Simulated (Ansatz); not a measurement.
Two isomers of C3H4: A = `C=C=C`, B = `C#CC`.

Program: Ansatz. Geometries: PBE0-D4/def2-TZVP. ΔE: electronic, gas phase. CCSD(T)/CBS is extrapolated from def2-TZVPP and def2-QZVPP, frozen cores. DFT in def2-TZVPP. B3LYP here is the variant with VWN-RPA as its local correlation; programs differ in this.

**Question.** Which isomer does CCSD(T)/CBS put lower? Give the gap. (Estimate.)

**Answer.** Ansatz gave: B, by 6.2 kJ/mol.

**Question.** Give E(B) − E(A) in kJ/mol with LDA (SPW92), B3LYP-D4, r2SCAN-D4, PBE-D4, PBE0-D4, B2PLYP, BLYP-D4. (Estimate.)

**Answer.** Ansatz gave: LDA (SPW92) 14.3, B3LYP-D4 8.8, r2SCAN-D4 10.5, PBE-D4 13.4, PBE0-D4 7.5, B2PLYP -2.8, BLYP-D4 13.4. The order is the other way round with LDA (SPW92), B3LYP-D4, r2SCAN-D4, PBE-D4, PBE0-D4, BLYP-D4.

**Question.** Does the order hold for the free energy at 298.15 K (harmonic terms from PBE0-D4)? (An estimate is asked.)

**Answer.** Computed: Yes: G(B) − G(A) = -5.6 kJ/mol.

Largest T1 diagnostic: 0.012.

From r2SCAN to r2SCAN0 (25 % exact exchange), in def2-TZVPP and without D4, E(B) − E(A) moves by −4.8 kJ/mol. Leaving LDA and LC-ωPBE aside and taking each functional with its dispersion term where it has one, the values, not all of them listed here, spread over 20.0 kJ/mol, from PBE-QIDH to revPBE-D4.
